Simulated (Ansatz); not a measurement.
System: Ga2O3 (C2/m, No. 12). Method: r²SCAN+rVV10 (PAW; Ansatz, an electronic-structure program).

Settings: plane-wave cutoff 560 eV, 12×12×6 k mesh (along the axes of the cell as run), Fermi–Dirac smearing 0.01 eV, scalar-relativistic PAW data made under PBE.

Computed at the level's own relaxed cell.

Give the computed band gap.


- band gap: 3.06 eV (on the SCF k mesh)

Measured, for comparison: band gap 4.85 ± 0.1 eV (room temperature, no zero-point or thermal correction, ARPES, indirect, as cited; as tabulated in Mengle et al. (2016), arXiv:1902.02681).

Note: the relaxation could not lower the start's symmetry, so the cell can be a saddle point above a distorted one.

Spin–orbit coupling is not included.

Static lattice: no zero-point or thermal effects.
